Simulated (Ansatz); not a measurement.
The input, for Ansatz 0.2.0:

```yaml
crystal:
  periodic: [false, false, false]
  atoms:
    - {symbol: Hf, position_ang: [0.000000, 0.000000, 0.000000]}
    - {symbol: C, position_ang: [0.000000, 0.000000, 2.090600]}
basis:
  gaussian: {orbitals: def2-SVP}
magnetization: {spin_polarized: false, initial_magnetization: 6}
correlation: {method: ccsdtq, electrons: outside_noble_gas}
```

```sh
$ ansatz run in.yaml --threads 2 --pin off --events-out ev --progress --plain --max-ram 16896MiB --backend cuda --devices 0, --max-vram 18GiB
```

Log:

```
839 factors; integrals over basis functions are off by at most 1.8e-7 eV
mean field evaluation 1: about -2313.6256 eV, gradient 9.4e0 eV
mean field evaluation 2: about -2313.6346 eV, gradient 9.4e0 eV
mean field evaluation 4: about -2314.7531 eV, gradient 1.3e0 eV
mean field evaluation 8: about -2314.8028 eV, gradient 1.9e-1 eV
mean field evaluation 16: about -2314.8361 eV, gradient 4.3e-1 eV
mean field evaluation 32: about -2314.7777 eV, gradient 4.3e-1 eV
mean field evaluation 64: about -2313.6846 eV, gradient 5.6e-1 eV
mean field evaluation 96: about -2314.6914 eV, gradient 1.6e0 eV
mean field evaluation 128: about -2313.7452 eV, gradient 4.3e-1 eV
mean field evaluation 160: about -2314.8900 eV, gradient 1.3e-1 eV
...
cycle  18  -3.36690894 eV  change   -9.4e-7 eV  update   2.5e-5
cycle  19  -3.36691140 eV  change   -2.5e-6 eV  update   8.9e-6
cycle  20  -3.36691180 eV  change   -4.0e-7 eV  update   5.9e-6
cycle  21  -3.36691397 eV  change   -2.2e-6 eV  update   5.2e-6
cycle  22  -3.36691610 eV  change   -2.1e-6 eV  update   3.6e-6
cycle  23  -3.36691737 eV  change   -1.3e-6 eV  update   3.8e-6
cycle   1  -3.36691720 eV  update   4.2e-6
cycle   2  -3.36691724 eV  change   -3.9e-8 eV  update   4.2e-6
cycle   3  -3.36691710 eV  change    1.4e-7 eV  update   1.1e-6
cycle   4  -3.36691717 eV  change   -7.4e-8 eV  update   3.6e-7
Total energy: -2318.17045562 eV, -85.1911929315 hartree
```

Ran on 2 threads of AMD EPYC 7R13 with a shared H100 80 GB, shared host: 52 s wall, 1 GiB peak host memory.
